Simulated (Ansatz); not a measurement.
Worked example: correlation energy of O$_{2}$⁺, doublet

Geometry: that of the O2, singlet, kept fixed.

```xyz
2

O     0.0000    0.0000    0.0000
O     0.0000    0.0000    1.1930
```

Basis 6-31G; Ansatz 0.2.0. Only valence electrons are correlated (noble-gas cores frozen), which leaves 11 electrons in 16 orbitals. R marks a restricted (for open shells ROHF) determinant.

Full CI is exact within this basis and frozen core; it isn't the basis-set limit.

The cluster runs stand on a determinant 0.06 eV above the lowest RHF solution, chosen by trial CCSD; the correlation energy below is counted from it.

Runs differ by some tens of microhartree through their thresholds and, for an open shell, their frozen cores, so steps under 0.03 kcal/mol mean nothing.

| level | total energy (hartree) |
| --- | --- |
| RHF determinant under the cluster runs | -149.025651 |
| RMP2 | -149.370348 |
| RCCSD* | -149.323551 |
| RCCSD(T)* | -149.335163 |
| RCCSDT | -149.334679 |
| RCCSDT(Q) | -149.340353 |
| RCCSDTQ | -149.339338 |
| full CI | -149.339964 |

Q: What is the correlation energy at full CI, and what share of it do RMP2 and RCCSD(T) recover?

A: E(corr) = -149.339964 − (-149.025651) = -0.314313 hartree = -8.553 eV. RMP2: -0.344697 / -0.314313 = 109.67 %. RCCSD(T): -0.309512 / -0.314313 = 98.47 %.

Q: By how many kcal/mol does RCCSD(T) miss full CI (1 hartree = 627.509 kcal/mol), and which steps make up the rest?

A: -149.335163 − (-149.339964) = 0.004801 hartree = 3.01 kcal/mol. Steps: RCCSDT − RCCSD(T) = 0.30, RCCSDT(Q) − RCCSDT = -3.56, RCCSDTQ − RCCSDT(Q) = 0.64, full CI − RCCSDTQ = -0.39 kcal/mol. With more than one leading determinant such errors change with state and geometry, and needn't cancel in differences.

An asterisk marks runs whose energy the program itself flagged as in doubt.
